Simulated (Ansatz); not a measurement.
**Exact exchange and the HOMO–LUMO gap of HCl (hydrogen chloride)**

HCl has 2 atoms, charge 0, and is taken as a singlet. As SMILES, `Cl`. Geometry: relaxed at PBE0-D4/def2-TZVP.

The HOMO–LUMO gap y, in eV, basis def2-TZVPPD; a is the functional's share of exact exchange. Programs: Ansatz 0.2.0.

| functional | program | a | y (eV) |
| --- | --- | --- | --- |
| BLYP | Ansatz | 0 | 6.88 |
| revPBE | Ansatz | 0 | 7.03 |
| B3LYP | Ansatz | 0.2 | 8.76 |
| r2SCAN0 | Ansatz | 0.25 | 10.06 |
| PBE0 | Ansatz | 0.25 | ? |
| BHLYP | Ansatz | 0.5 | 11.30 |

**Question.** Fit y = c + s·a to the known rows and predict PBE0.

**Answer.** 
1. Means of the 5 rows: a = 0.1900, y = 8.806.
2. Σ(Δa)² = 0.172, Σ(Δa·Δy) = 1.5513, so the slope is 1.5513/0.172 = 9.0192.
3. Intercept: 8.806 − (9.0192) × 0.1900 = 7.092. The largest residual of the fit is 0.71.
4. PBE0: 7.092 + (9.0192) × 0.25 = 9.35 eV.

The run gave 9.39 eV, so the prediction is off by -0.04 eV, within the scatter of the fit. Exact exchange lowers occupied levels and raises empty ones.
